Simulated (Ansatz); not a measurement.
Input file:

```yaml
crystal:
  periodic: [false, false, false]
  atoms:
    - {symbol: C, position_ang: [0.000000, 0.000000, 2.084614]}
    - {symbol: Mg, position_ang: [0.000000, 0.000000, -0.012307]}
    - {symbol: H, position_ang: [0.000000, 0.000000, -2.072307]}
basis:
  gaussian: {orbitals: 6-31G}
magnetization: {spin_polarized: true, initial_magnetization: 1}
correlation: {method: ccsdt_q, electrons: outside_noble_gas}
```

```sh
$ ansatz run in.yaml --threads 1 --pin off --events-out ev --progress --plain --max-ram 2393MiB
```

The program prints:

```
504 factors; integrals over basis functions are off by at most 1.8e-7 eV
mean field evaluation 1: about -6469.7910 eV, gradient 7.4e0 eV
mean field evaluation 2: about -6469.8086 eV, gradient 7.4e0 eV
mean field evaluation 4: about -6470.8006 eV, gradient 9.0e-1 eV
mean field evaluation 8: about -6470.8268 eV, gradient 1.9e-2 eV
mean field evaluation 16: about -6470.8269 eV, gradient 8.7e-3 eV
mean field evaluation 32: about -6471.5327 eV, gradient 8.2e-4 eV
mean field evaluation 64: about -6470.8269 eV, gradient 2.3e-6 eV
mean field evaluation 96: about -6470.8267 eV, gradient 6.1e-2 eV
mean field evaluation 128: about -6470.0266 eV, gradient 9.6e-7 eV
mean field evaluation 160: about -6471.4915 eV, gradient 8.1e-1 eV
...
mean field -6471.53274690 eV, -237.8244418860 hartree, gradient 2.6e-6 eV, S^2 1.645161; 22 other end points of the search recorded, 0 dependent functions left out
determinant -6471.53274690 eV, -237.8244418860 hartree, with singles and doubles -6473.85189434 eV, -237.9096689825 hartree
determinant -6471.33173016 eV, -237.8170546573 hartree, with singles and doubles -6473.88809248 eV, -237.9109992397 hartree
determinant -6471.32905818 eV, -237.8169564637 hartree, with singles and doubles -6473.87773005 eV, -237.9106184273 hartree
determinant -6470.02655840 eV, -237.7690904796 hartree, with singles and doubles -6472.55437053 eV, -237.8619858621 hartree
determinant -6469.65509799 eV, -237.7554395613 hartree, with singles and doubles -6471.23681182 eV, -237.8135664726 hartree
determinant -6469.34612149 eV, -237.7440848844 hartree, with singles and doubles -6472.08288268 eV, -237.8446590032 hartree
determinant -6468.30355951 eV, -237.7057714385 hartree, with singles and doubles -6470.37340283 eV, -237.7818367775 hartree
determinant -6471.53274690 eV, -237.8244418860 hartree, with singles and doubles -6474.32254453 eV, -237.9269650582 hartree
determinant -6471.33173016 eV, -237.8170546573 hartree, with singles and doubles -6474.31475918 eV, -237.9266789518 hartree
determinant -6471.32905818 eV, -237.8169564637 hartree, with singles and doubles -6474.24186199 eV, -237.9240000292 hartree
determinant -6470.02655840 eV, -237.7690904796 hartree, with singles and doubles -6472.58525391 eV, -237.8631208055 hartree
determinant -6469.65509799 eV, -237.7554395613 hartree, with singles and doubles -6470.97979769 eV, -237.8041213775 hartree
determinant -6469.34612149 eV, -237.7440848844 hartree, with singles and doubles -6474.07752976 eV, -237.9179609313 hartree
determinant -6468.30355951 eV, -237.7057714385 hartree, with singles and doubles -6470.94135358 eV, -237.8027085825 hartree
determinant -6470.82685903 eV, -237.7985009854 hartree, with singles and doubles -6473.32085266 eV, -237.8901535608 hartree
determinant -6468.96274915 eV, -237.7299962110 hartree, with singles and doubles -6471.62933023 eV, -237.8279912582 hartree
6 core orbitals not correlated: weight in the atoms' cores, before any rotation towards them, 1.000 or more for the frozen orbitals, at most 0.000 for the correlated occupied ones
reference -6471.53274690 eV, -237.8244418860 hartree; 4, 3 occupied and 14, 15 virtual orbitals, 504 factors
second order -1.46159468 eV of doubles, -0.00000000 eV of singles
...
perturbative correction -0.00912184 eV, -0.0003352214 hartree
the amplitudes ended above the screening CCSD energy; trying again from the screening CCSD amplitudes
...
cycle  26  -3.27442699 eV  change   -1.3e-5 eV  update   6.2e-6
cycle  27  -3.27443823 eV  change   -1.1e-5 eV  update   4.7e-6
cycle  28  -3.27443726 eV  change    9.7e-7 eV  update   3.0e-6
cycle  29  -3.27443926 eV  change   -2.0e-6 eV  update   2.1e-6
cycle  30  -3.27443850 eV  change    7.7e-7 eV  update   1.3e-6
cycle  31  -3.27443836 eV  change    1.4e-7 eV  update   8.2e-7
cycle  32  -3.27443807 eV  change    2.9e-7 eV  update   5.2e-7
cycle  33  -3.27443805 eV  change    2.1e-8 eV  update   3.7e-7
cycle  34  -3.27443803 eV  change    1.3e-8 eV  update   2.4e-7
cycle  35  -3.27443795 eV  change    8.6e-8 eV  update   2.0e-7
WARN: the amplitudes ended 0.909 eV above the screening CCSD of this reference; a lower solution may exist
Total energy: -6473.42301623 eV, -237.8939080027 hartree
```

The determinant's ⟨S²⟩ is 1.65 against 0.75 for a pure state. The T1 diagnostic is 0.198.

Ran on 1 thread of Arm Neoverse V1, shared host: 8 s wall, 0.15 GiB peak host memory.
